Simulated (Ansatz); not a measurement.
C4H4N2 can be A, `CC1=C=NC=N1`, or B, `c1cnccn1`.

Program: Ansatz. Geometries: PBE0-D4/def2-TZVP. ΔE: electronic, gas phase. CCSD(T)/CBS is the MP2 limit (def2-TZVPP, def2-QZVPP) plus CCSD(T) − MP2 in def2-TZVPP, frozen cores. DFT in def2-TZVPP.

Q: Which is lower in electronic energy at CCSD(T)/CBS, and by how much? (An estimate is asked.)

A: Computed: B, by 86.4 kcal/mol.

Q: Give E(B) − E(A) in kcal/mol with CCSD(T)/def2-TZVPP, CCSD/def2-TZVPP, ωB97M-V, MP2/def2-TZVPP, PBE0-D4, r2SCAN-D4, LDA (SPW92). (An estimate is asked.)

A: Computed: CCSD(T)/def2-TZVPP -86.6, CCSD/def2-TZVPP -89.6, ωB97M-V -87.1, MP2/def2-TZVPP -87.0, PBE0-D4 -86.4, r2SCAN-D4 -84.2, LDA (SPW92) -80.6. None reverses the order clearly.

Q: Does the order hold for the free energy at 298.15 K (harmonic terms from PBE0-D4)? (Estimate.)

A: Computed: Yes: G(B) − G(A) = -81.2 kcal/mol.

Largest T1 diagnostic: 0.024.

From PBE to PBE0 (25 % exact exchange), in def2-TZVPP and without D4, E(B) − E(A) moves by −6.0 kcal/mol. Leaving LDA and LC-ωPBE aside and taking each functional with its dispersion term where it has one, the values, not all of them listed here, spread over 15.0 kcal/mol, from BHLYP-D4 to PBE-D4. LDA lies −0.8 kcal/mol from PBE without D4.
